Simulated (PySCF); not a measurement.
Methyl vinyl sulfone, C₃H₆O₂S.
Structure used (GFN2-xTB), in Å, numbered top down from 1:
```
atom  x, y, z in Å
C1     1.9784   -0.1826    0.6784
C2     1.1047    0.2071   -0.2213
S3    -0.5293    0.7410    0.3045
C4    -1.6124   -0.5836   -0.3089
O5    -0.5801    0.7443    1.7403
O6    -0.8566    1.9541   -0.3932
H7     2.9795   -0.5005    0.4352
H8     1.6932   -0.1828    1.7183
H9     1.2736    0.2769   -1.2811
H10   -1.4955   -0.6479   -1.3827
H11   -1.3223   -1.5044    0.1800
H12   -2.6320   -0.3223   -0.0541
```

Method used: TDDFT B3LYP/def2-SVPD, vertical, gas phase, core orbitals frozen in the response in PySCF 2.14.0, density-fitted response routines.

Transition dipole moments from the ground state, in atomic units and in the frame of the coordinates above (overall signs are arbitrary), for the states with f of 0.002 or more among the lowest 7:

| state | E (eV) | μx | μy | μz |
| --- | --- | --- | --- | --- |
| S1 | 5.678 | 0.084 | -0.127 | -0.005 |
| S2 | 6.016 | -0.176 | 0.009 | 0.061 |
| S3 | 6.557 | 0.247 | -0.089 | 0.113 |
| S4 | 6.896 | 0.245 | -0.079 | 0.101 |
| S5 | 7.427 | 0.673 | -0.087 | 0.194 |
| S6 | 7.566 | -0.787 | 0.431 | -0.436 |
| S7 | 7.730 | 0.541 | -0.095 | 0.341 |

Question: Work out the oscillator strengths.

Answer: f = (2/3) ΔE |μ|² with ΔE in hartree (27.2114 eV).

| state | \|μ\|² (au) | \|μ\| (D) | f |
| --- | --- | --- | --- |
| S1 | 0.023 | 0.39 | 0.003 |
| S2 | 0.035 | 0.47 | 0.005 |
| S3 | 0.082 | 0.73 | 0.013 |
| S4 | 0.077 | 0.70 | 0.013 |
| S5 | 0.498 | 1.79 | 0.091 |
| S6 | 0.996 | 2.54 | 0.185 |
| S7 | 0.417 | 1.64 | 0.079 |

Question: Which bond between heavy atoms lies closest to the direction of the S6 transition dipole?

Answer: C1–C2, at 18° from it; next S3–O6 at 41°.

Question: What angle do the transition dipoles of S4 and S5 make?

Answer: |cos θ| = |μa·μb| / (|μa| |μb|) = 0.98, so θ ≈ 11° (taken between 0 and 90°, since the signs are arbitrary).

Question: How is the summed strength of these states shared among x, y and z?

Answer: (2/3) Σ ΔE μα² gives 0.278 for x, 0.042 for y and 0.068 for z, 0.389 in all.

Question: What peak molar absorption coefficient would the strongest computed level give as a lone Gaussian band 0.4 eV wide at half height?

Answer: ε(max) = 2.175×10⁸ f / FWHM, with the width in cm⁻¹. S6: 2.175×10⁸ × 0.1846 / 3226 ≈ 12000 L mol⁻¹ cm⁻¹.

One conformer stands for the species.
